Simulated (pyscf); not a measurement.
**Hydrogen abstraction: `[GeH3][I]` + `[H]` [doublet] → `[GeH2][I]` [doublet] + `[H][H]`**

Gas phase, doublet surface, charge 0. Bonds broken: Ge2–H3. Bonds formed: H3–H4. Structures and frequencies: ωB97X-D3(BJ)/def2-SVP in PySCF.

Transition state (Å):

```xyz
6

I      1.1578    -1.2440     0.2535
Ge    -0.7856     0.3165     0.3140
H     -1.8522    -0.2242    -0.7152
H     -2.7886    -0.7210    -1.6340
H     -1.3502     0.3160     1.7386
H     -0.2892     1.7083    -0.0919
```

One imaginary mode, 718i cm⁻¹; descent along it reached the two sides named.

```
bond    change  reactant side (Å)  saddle  product side
------  ------  -----------------  ------  ------------
Ge2–H3  breaks              1.531   1.578           3.6
H3–H4    forms                3.4   1.403         0.761
```

Electronic energies relative to the separated reactants (kJ/mol):

```json
[
 {"level": "ωB97X-D3(BJ)/def2-TZVP", "barrier": "11.7", "reaction energy": "-86.4", "reverse barrier": "98.1"},
 {"level": "PBE/def2-TZVP", "barrier": "-3.7", "reaction energy": "-98.1", "reverse barrier": "94.5"},
 {"level": "r²SCAN/def2-TZVP", "barrier": "-9.6", "reaction energy": "-101.4", "reverse barrier": "91.8"},
 {"level": "B3LYP-D3(BJ)/def2-TZVP", "barrier": "-5.7", "reaction energy": "-106.1", "reverse barrier": "100.3"},
 {"level": "PBE0-D3(BJ)/def2-TZVP", "barrier": "1.6", "reaction energy": "-88.6", "reverse barrier": "90.2"},
 {"level": "M06-2X/def2-TZVP", "barrier": "13.8", "reaction energy": "-107.3", "reverse barrier": "121.1"},
 {"level": "ωB97M-D3(BJ)/def2-TZVP", "barrier": "11.7", "reaction energy": "-94.2", "reverse barrier": "105.9"},
 {"level": "HF/def2-TZVP", "barrier": "34.7", "reaction energy": "-65.2", "reverse barrier": "99.9"}
]
```

With ωB97M-D3(BJ)/def2-TZVP energies and thermal terms (ideal gas, 1 atm, RRHO with modes under 100 cm⁻¹ raised to 100, one conformer, R ln 2 for chiral ones without a mode under 150 cm⁻¹), in kJ/mol:

| T (K) | ΔH‡ | ΔG‡ | ΔH | ΔG |
|---|---|---|---|---|
| 298 | 7.1 | 29.7 | -90.3 | -98.5 |
| 600 | 5.9 | 53.0 | -90.6 | -106.9 |
| 900 | 5.1 | 76.7 | -92.5 | -114.6 |
| 1200 | 4.3 | 100.7 | -95.3 | -121.6 |

At PBE, r²SCAN, B3LYP-D3(BJ) this geometry lies under the reactants; that is no barrier but a single point on another level's saddle; such a level's own saddle, if it has one, lies nearer that side and is low. This is the saddle that the search found; another between the same sides may lie lower. The angle at the transferred H is 179°. Elements up to Kr have no core potential and no relativistic terms here. Elements past Kr carry the def2 core potentials, without spin-orbit coupling.
